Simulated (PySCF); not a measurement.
Calculation: PBE-D3(BJ)/def2-TZVP // B3LYP-D3(BJ)/def2-TZVP (PySCF 2.14.0). All species are isolated molecules in the gas phase. Excitations are Tamm–Dancoff values on a coarser integration grid. The basis has no diffuse functions, so Rydberg states are missing or too high.

Reference species (SMILES): `[Cl][Al]([Cl])[Cl]` (neutral, multiplicity 1).

```
Item                       Value
----------------------  --------
S1–T1 gap (TDA)          0.24 eV
HOMO–LUMO gap            5.78 eV
HOMO                    -7.96 eV
S1 oscillator strength     0.000
```

Changed species: `[CH3][Al]([Cl])[Cl]` (1 of 3 Cl replaced by CH3; the reference has 0 of 3 Cl replaced by CH3).

Q: What does the change do to the S1–T1 gap (TDA), HOMO–LUMO gap, HOMO and S1 oscillator strength?

A: the S1–T1 gap (TDA) increases by 0.08 eV, to 0.32 eV; the HOMO–LUMO gap increases by 0.08 eV, to 5.86 eV; the HOMO goes up by 0.41 eV, to -7.55 eV; the S1 oscillator strength stays essentially unchanged.
